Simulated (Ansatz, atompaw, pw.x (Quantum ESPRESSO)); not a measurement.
## pw.x on diamond Ge: one setting changed

Potential: PAW, atompaw 4.2.0.5, PBE; core [Ar] 3d10, reference 4s1.5 4p2.5; waves: 4s (bound): rc 1.85 bohr; 4s channel at 0.15 Ry: rc 2.70 bohr; 4p (bound): rc 2.70 bohr; 4p channel at 3.4 Ry: rc 2.50 bohr; 4d channel at 0.15 Ry: rc 2.70 bohr; local part: bessel scheme, radius 1.12 bohr; core correction: smooth core density matched at 2.35 bohr; augmentation: sinc compensation charge, radius 2.05 bohr; PAW radius 2.70 bohr; waves and projectors: custom rrkj gramschmidtortho.

The reference run (k-mesh 8³, cutoffs 40/400 Ry, Fermi–Dirac 0.01 Ry, mixing_beta 0.4, conv_thr 1e-9, no spin) gives -0.03 GPa at 23.951 Å³/atom, where all-electron LAPW gives 0.00 GPa. This run, with its own iteration cap, changes smearing to mv.

```
&control
  calculation='scf', prefix='x', pseudo_dir='./', outdir='./tmp', tstress=.true., disk_io='none'
/
&system
  ibrav=0, nat=2, ntyp=1, ecutwfc=40, ecutrho=400, nbnd=11,
  occupations='smearing', smearing='mv', degauss=0.01
/
&electrons
  conv_thr=1e-09, mixing_beta=0.4, electron_maxstep=60
/
ATOMIC_SPECIES
Ge 1.0 Ge.UPF
CELL_PARAMETERS angstrom
  0.00000000 2.88253474 2.88253474
  2.88253474 0.00000000 2.88253474
  2.88253474 2.88253474 0.00000000
ATOMIC_POSITIONS crystal
Ge 0.0000 0.0000 0.0000
Ge 0.2500 0.2500 0.2500
K_POINTS automatic
8 8 8 0 0 0
```

```bash
pw.x < Ge.scf.in > Ge.scf.out
```

Problem. How does the run end?

Solution. It converges in 10 iterations; the free energy moves by +2.2 meV/atom and the pressure by -0.12 GPa. This scheme is built to cancel the term in the square of the width that Fermi–Dirac smearing leaves in the F of a metal.

```
Message from routine setup:
     using ibrav=0 with symmetry is DISCOURAGED, use correct ibrav instead
     lattice parameter (alat)  =       7.7035  a.u.
     unit-cell volume          =     323.2587 (a.u.)^3
     number of electrons       =         8.00
     number of Kohn-Sham states=           11
     kinetic-energy cutoff     =      40.0000  Ry
     charge density cutoff     =     400.0000  Ry
     scf convergence threshold =      1.0E-09
     Exchange-correlation= SLA PW PBX PBC
     number of k points=    29  Marzari-Vanderbilt smearing, width (Ry)=  0.0100
     negative rho (up, down):  1.170E-03 0.000E+00
     iteration #  1     ecut=    40.00 Ry     beta= 0.40
     negative rho (up, down):  1.900E-03 0.000E+00
     total energy              =    -328.29274649 Ry
     estimated scf accuracy    <       0.04971211 Ry
     iteration #  2     ecut=    40.00 Ry     beta= 0.40
     negative rho (up, down):  3.307E-03 0.000E+00
     total energy              =    -328.29146206 Ry
     estimated scf accuracy    <       0.01239253 Ry
     iteration #  3     ecut=    40.00 Ry     beta= 0.40
     negative rho (up, down):  5.383E-03 0.000E+00
     total energy              =    -328.29349704 Ry
     estimated scf accuracy    <       0.00034906 Ry
     [... 4 iterations left out ...]
     iteration #  8     ecut=    40.00 Ry     beta= 0.40
     negative rho (up, down):  8.140E-03 0.000E+00
     total energy              =    -328.29418379 Ry
     estimated scf accuracy    <       0.00000001 Ry
     iteration #  9     ecut=    40.00 Ry     beta= 0.40
     negative rho (up, down):  8.193E-03 0.000E+00
     total energy              =    -328.29418379 Ry
     estimated scf accuracy    <          3.7E-09 Ry
     iteration # 10     ecut=    40.00 Ry     beta= 0.40
     negative rho (up, down):  8.176E-03 0.000E+00
     the Fermi energy is     5.2508 ev
!    total energy              =    -328.29418380 Ry
     estimated scf accuracy    <          8.8E-10 Ry
     smearing contrib. (-TS)   =       0.00004970 Ry
     The total energy is F=E-TS. E is the sum of the following terms:
     one-electron contribution =       5.10525931 Ry
     hartree contribution      =       1.19120848 Ry
     xc contribution           =      -5.51164406 Ry
     ewald contribution        =     -15.82257851 Ry
     one-center paw contrib.   =    -313.25647872 Ry
     convergence has been achieved in  10 iterations
     negative rho (up, down):  8.176E-03 0.000E+00
          total   stress  (Ry/bohr**3)                   (kbar)     P=       -1.50
     Message from routine punch:
     Nothing written, as per user request (disk_io='none')
```

The run took about 17 s on one core of a shared host (Intel(R) Xeon(R) Platinum 8259CL CPU @ 2.50GHz, 96 threads, 755 GiB, load 42).
